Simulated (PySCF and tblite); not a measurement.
anisole, C₇H₈O, numbered as in [CH3:1][O:2][c:3]1[cH:4][cH:5][cH:6][cH:7][cH:8]1.

Level: B3LYP-D3(BJ)/def2-TZVP (IEF-PCM, chloroform)//PBE0-D3(BJ)/def2-SVP, thermal terms from GFN2-xTB, symmetry numbers and mirror pairs counted. Conformers within 3 kcal/mol (GFN2-xTB free energy) were kept, 8 at most. GIAO shieldings: WP04/pcSseg-1 (IEF-PCM, chloroform). Shifts are against TMS (¹H), TMS (¹³C) at the same level. Codes: tblite and PySCF.

Torsions listed: C1–O2–C3–C4.

| conformer | shape | weight % | dipole D |
| --- | --- | --- | --- |
| 1 | 180° | 100.0 | 1.59 |

Task: How do the computed shifts compare with measured ones?

Result: 
| nucleus | signal | leading conformer | average | measured | medium |
| --- | --- | --- | --- | --- | --- |
| ¹H | H1 | 3.70 | 3.70 | 3.76 | CCl4 |
| ¹H | H4/H8 | 6.71 | 6.71 | 6.772 | CCl4 |
| ¹H | H4/H8 | 6.71 | 6.71 | 6.78 | CCl4 |
| ¹H | H5/H7 | 7.17 | 7.17 | 7.149 | CCl4 |
| ¹H | H5/H7 | 7.17 | 7.17 | 7.17 | CCl4 |
| ¹H | H6 | 6.84 | 6.84 | 6.817 | CCl4 |
| ¹H | H6 | 6.84 | 6.84 | 6.83 | CCl4 |
| ¹³C | C1 | 56.8 | 56.8 | 54.3 | CCl4 |
| ¹³C | C3 | 166.4 | 166.4 | 159.2 | CCl4 |
| ¹³C | C4/C8 | 118.9 | 118.9 | 113.4 | CCl4 |
| ¹³C | C5/C7 | 135.4 | 135.4 | 128.9 | CCl4 |
| ¹³C | C6 | 125.8 | 125.8 | 120.2 | CCl4 |

Measured values: Pretsch, Buehlmann, Badertscher, Structure Determination of Organic Compounds, 4th ed. (2009); Shapiro, Mohrmann, J. Phys. Chem. Ref. Data 1977, 6, 919; Stadelmann, Balmer, Riniker, Ebert, PCCP 2022; The use of chemical shift calculations in the conformational analysis of substituted benzenes, New J. Chem. 2019 (ESI). Mean difference for ¹H: -0.02 ppm, scatter 0.04 ppm. Mean difference for ¹³C: 5.46 ppm, scatter 1.61 ppm. The computed shifts are unscaled and lack vibrational corrections.
